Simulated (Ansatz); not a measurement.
**BH (singlet): the correlation ladder at distance B1–H2 = 2.338 Å, cc-pVQZ**

How much of the correlation energy of BH (singlet) does each wave-function method recover here?

Computed with Ansatz 0.2.0, Gaussian basis. Level: cc-pVQZ, core rule «outside noble gas», up to 1 orbitals frozen.

Plan: UHF; CCSD(T) on RHF; CCSD(T) on UHF; BCCD(T) on RHF; CCSDT(Q) on RHF; CCSDT(Q) on UHF; CASSCF and NEVPT2, 4 electrons in 5 orbitals; Full CI.

14 further runs of the same task are left out: 9 that didn't finish, 5 set aside as unsound or not needed.

**1. What is computed**

The geometry derives from a PBE0/def2-TZVP stationary point (not a proven minimum). One bond is set to the value named and the two fragments are kept rigid.

2 atoms, charge 0, spin multiplicity 1.

Atoms are counted from 1 here; the program's logs count them from 0.

No contacts short enough for the rule that draws bonds.

As a file:

```
B     0.00000    0.00000    0.00000
H     0.00000    0.00000    2.33800
```

**2. UHF**

The input, in.yaml:

```yaml
crystal:
  periodic: [false, false, false]
  atoms:
    - {symbol: B, position_ang: [0.000000, 0.000000, 0.000000]}
    - {symbol: H, position_ang: [0.000000, 0.000000, 2.338000]}
basis:
  gaussian: {orbitals: cc-pVQZ}
magnetization: {spin_polarized: true, initial_magnetization: 0}
hamiltonian: {xc: hf}
output: {orbitals: {seedname: orbitals}}
```

The run is started by

```bash
$ ansatz run in.yaml --threads 1 --pin off --events-out ev --progress --plain --max-ram 2393MiB
```

Further steps of the session: CCSD(T) on RHF; CCSD(T) on UHF; BCCD(T) on RHF; CCSDT(Q) on RHF; CCSDT(Q) on UHF; CASSCF and NEVPT2, 4 electrons in 5 orbitals; Full CI.

Before running them: what should the planned runs give, taken together? Wanted: FCI below the RHF energy; RMP2 from FCI; UMP2 from FCI; RCCSD from FCI; RCCSD(T) from FCI; UCCSD(T) from FCI; RCCSDT(Q) from FCI; UCCSDT(Q) from FCI; NEVPT2 valence from FCI.

**Answer**, as computed:

| quantity | value |
| --- | --- |
| FCI below the RHF energy | -3.5250 eV |
| RMP2 from FCI | +1183.0 meV |
| UMP2 from FCI | +1224.4 meV |
| RCCSD from FCI | +161.7 meV |
| RCCSD(T) from FCI | +20.9 meV |
| UCCSD(T) from FCI | +82.2 meV |
| RCCSDT(Q) from FCI | -1.6 meV |
| UCCSDT(Q) from FCI | -3.4 meV |
| NEVPT2 valence from FCI | +300.6 meV |
| levels within 1 kcal/mol (43 meV) | RCCSD(T), BCCD(T), RCCSDT, UCCSDT, RCCSDT(Q), UCCSDT(Q) |
| T1 diagnostic | 0.052 |
| effectively unpaired electrons | 0.43 |

**Reading.** RCCSD(T) lands +20.9 meV from the yardstick (0.6 % of the correlation energy). CCSD(T) misses by +20.9 meV on the restricted determinant and by +82.2 meV on the unrestricted one; the two need not hold the same state or core. UCCSDT(Q) falls below full CI: unrestricted runs freeze a spin-polarised core, another one than full CI's, and coupled cluster isn't variational. The occupations show some static correlation. These misses are within one basis, not against nature.
